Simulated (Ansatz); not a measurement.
Reactions of C2H4FNO, SMILES `N=COCF`.

Calculated with Ansatz (gas phase, PBE0-D4/def2-TZVP geometries, no zero-point term in ΔE). CCSD(T)/CBS adds triple-zeta CCSD(T) − MP2 to the extrapolated MP2 energy (def2 sets, frozen cores). This one scheme is used for every species. One conformer a species, not always the lowest.

(1) Order these by ΔE at CCSD(T)/CBS, lowest first. (An estimate is asked.)
A. `N=COCF` → `OC/N=C\F`
B. `N=COCF` + CH₃OH → `COC=N` + `OCF`
C. `N=COCF` → `NC1(F)CO1`

Largest T1 diagnostic: 0.014, for `COC=N`.

Results:

(1) B (-0.46 eV), A (-0.07 eV), C (+0.26 eV).
